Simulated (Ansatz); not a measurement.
Relaxed structures of CH4AlS, doublet (PBE0-D4/def2-TZVP; forces vanish, vibrations not checked; lower isomers may exist, and structures with a doubtful reference or unclear bonds are left out; Å). Ansatz 0.2.0; basis: def2-TZVPP; cores frozen in the correlated methods; orbitals are unrestricted.

(1) Rank them by CCSD(T) energy, lowest first, and give each one's height above the lowest. Links in brackets join atoms within 1.22 times the sum of their covalent radii (1.1 for two metals). (Judge from chemistry; the value comes from the calculation.)
A.
CH₄AlS ([CH2]1[AlH2][S]1)
```
7
angstrom
Al -1.2443 0.2009 -0.5771
C 0.8493 -0.0636 0.0057
S -0.1722 -1.0944 0.9285
H -1.8769 -0.5766 -1.7953
H -1.5832 1.6848 -0.1541
H 0.9016 1.0018 0.2399
H 1.7143 -0.4837 -0.4947
```
B.
CH₄AlS ([AlH2][CH][SH])
```
7
angstrom
Al -0.8896 0.4799 -0.8675
C -0.2091 0.0207 0.8555
S 0.9201 -1.2144 1.1767
H -0.3309 -0.3866 -2.0774
H -1.9401 1.6518 -1.0443
H -0.4870 0.5128 1.7858
H 1.1057 -1.6617 -0.0808
```
C.
CH₄AlS ([CH2][AlH][SH])
```
7
angstrom
Al 0.4192 0.2399 0.3879
C -1.0445 0.5787 -0.8015
S 1.0394 -1.8444 0.6205
H -1.5708 -0.1970 -1.3547
H -1.4456 1.5706 -1.0024
H 1.1829 1.3670 1.1909
H 2.0187 -1.5417 1.4893
```

The T1 diagnostic stays at or below 0.024. ⟨S²⟩ of the unrestricted Hartree–Fock references: 0.76 to 0.77 (a pure state has 0.75).

Results:

(1) By the calculation: C (0.000 eV), A (0.571 eV), B (1.217 eV). Heights count from the lowest.

For scale, one of the runs: CCSD(T)/def2-TZVPP, 171 basis functions, launched by `ansatz run in.yaml --threads 2 --pin off --events-out ev --progress --plain --max-ram 4352MiB`. Hardware: 2 CPU threads of an Arm Neoverse V2, shared host. Wall time 84 s; peak host memory 3.2 GiB.
